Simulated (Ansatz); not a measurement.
Results of PBE-D4 (PAW; Ansatz, an electronic-structure program) for tetradymite Bi₂Te₃.

Run with plane-wave cutoff 500 eV, 10×10×10 k mesh, Fermi–Dirac smearing 0.05 eV, scalar-relativistic PAW data made under PBE.

Computed at the level's own relaxed cell.

**Question.** Give the computed equilibrium volume per atom, equilibrium lattice constant a and c axis length.

**Answer.** 
- equilibrium volume per atom = 33.64 Å³/atom
- equilibrium lattice constant a = 4.385 Å
- c axis length = 30.303 Å

Measured, for comparison: lattice constant a 4.386 Å, lattice parameter c 30.497 Å (temperature not stated, not corrected to a static lattice; as tabulated in Luo et al. (2012), arXiv:1308.1523). Computed (rounded) less measured: lattice constant a 0.0 %, lattice parameter c -0.6 %. A static lattice is as a rule a little smaller and stiffer than an uncorrected measurement, which narrows the difference in the lattice parameter c and would widen misses of the other sign.

Spin–orbit coupling is not included; it can shift volumes and moduli of such heavy elements.
